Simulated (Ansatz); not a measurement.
CO₂ (Cmce, No. 64, 6 atoms in the cell; start mp-1077906; a measured phase of this formula has another space group), treated with PBEsol (PAW; Ansatz, a first-principles code).

Settings: plane-wave cutoff 500 eV, 12×12×6 k mesh (along the axes of the cell as run), Fermi–Dirac smearing 0.05 eV, scalar-relativistic PAW data made under PBE.

Cell (relaxed at this level):

Space group Cmce (No. 64); a = 5.788 Å, b = 5.214 Å, c = 6.761 Å, α = 90.00°, β = 90.00°, γ = 90.00°

```json
[
 {"atom": "C", "site": "4a", "symmetry": "2/m..", "x": "0.0000", "y": "0.0000", "z": "0.0000"},
 {"atom": "O", "site": "8f", "symmetry": "m..", "x": "0.0000", "y": "0.3185", "z": "0.3990"}
]
```
(The calculation used a cell of 6 atoms; values per cell refer to that cell.)

Q: Estimate the band gap that the calculation returns.

A: 
- band gap: 6.52 eV (on the SCF k mesh)

Note: the relaxation could not lower the start's symmetry, so the cell can be a saddle point above a distorted one; the cell has widely spaced layers and the level no dispersion term, so their spacing and the moduli can rest on weak binding.

A start named mp-… is a Materials Project structure, which need not be a measured phase.
